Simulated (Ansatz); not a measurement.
# BNH₂+ (doublet): wave-function methods side by side, cc-pVTZ

The task here is to estimate one member of a computed series from the others.

The runs use Ansatz 0.2.0, Gaussian basis; cc-pVTZ, core rule «outside noble gas», up to 2 orbitals frozen.

To be run: UHF; CCSD(T) on ROHF; CCSD(T) on UHF; BCCD(T) on ROHF; CCSDT(Q) on ROHF; CCSDT(Q) on UHF; CASSCF and MRCISD+Q, 9 electrons in 10 orbitals; CASSCF and NEVPT2, 9 electrons in 10 orbitals.

4 further runs of the same task are left out: 4 set aside as unsound or not needed.

**What is computed**

The geometry is a PBE0/def2-TZVP stationary point (not a proven minimum) of the parent state, kept for this charge and spin.

4 atoms, charge 1, spin multiplicity 2.

Atoms are counted from 1 here; the program's logs count them from 0.

Bond lengths: B1–N2 1.371 Å, N2–H3 1.011 Å, N2–H4 1.011 Å. Angles: B1–N2–H3 122.7°, B1–N2–H4 122.7°, H3–N2–H4 114.6°.

The first run:

in.yaml

```yaml
crystal:
  periodic: [false, false, false]
  atoms:
    - {symbol: B, position_ang: [0.000000, 0.000000, 0.859982]}
    - {symbol: N, position_ang: [0.000000, 0.000000, -0.511503]}
    - {symbol: H, position_ang: [0.000000, 0.850874, -1.057997]}
    - {symbol: H, position_ang: [0.000000, -0.850874, -1.057997]}
basis:
  gaussian: {orbitals: cc-pVTZ}
total_charge: 1
magnetization: {spin_polarized: true, initial_magnetization: 1}
hamiltonian: {xc: hf}
output: {orbitals: {seedname: orbitals}}
```

Run with:

```
ansatz run in.yaml --threads 1 --pin off --events-out ev --progress --plain --max-ram 4096MiB --backend cpu
```

Among the steps run: UHF; CCSD(T) on ROHF; CCSD(T) on UHF; BCCD(T) on ROHF; CCSDT(Q) on ROHF; CCSDT(Q) on UHF; CASSCF and MRCISD+Q, 9 electrons in 10 orbitals; CASSCF and NEVPT2, 9 electrons in 10 orbitals.

One table of the session follows, with a row left open; its other results are not shown here.

It belongs to the step «Misses and costs». 

| method | from UCCSDT(Q) (kJ/mol) |
| --- | --- |
| ROHF | +735.5 |
| UHF | +730.9 |
| RMP2 | +68.6 |
| UMP2 | ? |
| RCCSD | +31.9 |
| UCCSD | +31.7 |
| RCCSD(T) | +2.9 |
| UCCSD(T) | +3.0 |
| BCCD(T) | +3.0 |
| RCCSDT | +1.6 |
| UCCSDT | +1.5 |
| RCCSDT(Q) | +0.2 |
| UCCSDT(Q) | 0 |
| CASSCF valence | +402.7 |
| NEVPT2 valence | +74.1 |
| MRCISD valence | +21.4 |
| MRCISD+Q valence | +5.8 |

Q: Estimate the row for UMP2 from the others.

As computed: from UCCSDT(Q) (kJ/mol): +68.2. In the column «from UCCSDT(Q) (kJ/mol)» it lies between RCCSD (+31.9) and RMP2 (+68.6).

To keep in mind: Restricted and unrestricted rows rest on different reference determinants; where their highest levels disagree by more than a few hundredths of an eV, they describe different states and don't form one ladder.
